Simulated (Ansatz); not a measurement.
# Property card for MgB2

Theory: DFT r2SCAN, scalar-relativistic, plane waves, PAW (Ansatz 0.2.0).

Plane waves to 500 eV, a k mesh through Γ of 18×18×12 on the computed 3-atom cell and Gaussian smearing (0.10 eV); no spin polarisation.

The structure is relaxed at this level of theory with its symmetry kept. Whether it is the stable form of this composition wasn't checked.

It takes space group P6/mmm (No. 191, hexagonal). Conventional cell: a = 3.069 Å, b = 3.069 Å, c = 3.508 Å, α = 90.00°, β = 90.00°, γ = 120.00°. Around Mg (site symmetry 6/mmm) lie 12 B at 2.49 Å. Around B (site symmetry -6m2) lie 3 B at 1.77 Å.

```json
{
  "Volume per atom": "9.54 Å³",
  "Formation energy from the elements' standard states (uncorrected)": "-0.183 eV/atom",
  "Generalised Kohn–Sham band gap": "none (metal)",
  "Density of states at the Fermi level": "0.66 states/eV per cell",
  "Löwdin character within 0.5 eV of the Fermi level": "B 2p 91 %",
  "Bulk modulus": "149 GPa",
  "Its pressure derivative": "3.7",
  "Bader charges (e)": "Mg (1 in the cell) 1.67, B (2 in the cell) -0.84"
}
```

Cost: 6 runs of about 3.8 core-minutes in all, on Arm Neoverse V1 (shared hosts).